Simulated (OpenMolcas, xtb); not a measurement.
## CH2S (methanethial): the dipole moment, rung by rung

CH2S: 4 atoms, total charge 0, spin state singlet. As SMILES, `C=S`. The shape is that of a PBE0-D4/def2-TZVP optimisation.

```xyz
4

C    -0.0961   -0.0335   -0.0402
S     1.3084    0.4565    0.5471
H    -0.9721   -0.1773    0.5931
H    -0.2402   -0.2457   -1.1000
```

Quantity: the dipole moment, in D. The values are calculated.

Measured value to compare with: NIST CCCBDB gives the dipole moment of the gas as 1.65 D.

```tsv
level	kind	program	value (D)	computed − measured	CPU time
GFN2-xTB	semi-empirical	xtb	2.19	+0.54	under 2 s
HF/def2-TZVPP	Hartree–Fock	OpenMolcas	2.09	+0.44	7.4 s
SVWN5/def2-TZVPP	LDA	OpenMolcas	1.62	-0.03	22 s
PBE/def2-TZVPP	GGA	OpenMolcas	1.61	-0.04	26 s
r2SCAN/def2-TZVPP	meta-GGA	OpenMolcas	1.75	+0.10	37 s
M06-2X/def2-TZVPP	hybrid meta-GGA	OpenMolcas	1.67	+0.02	35 s
```

Nearest: M06-2X/def2-TZVPP (+0.02 D); farthest: GFN2-xTB (+0.54 D). The measured dipole is a vibrational average, so differences of a few hundredths of a debye mean little. Computed less measured by kind, in D (def2-TZVPP rows): semi-empirical +0.54; Hartree–Fock +0.44; LDA -0.03; GGA -0.04; meta-GGA +0.10; global hybrid +0.02. CPU times are rough (shared hosts, several kinds of processor): they show what a rung costs within a factor of a few.
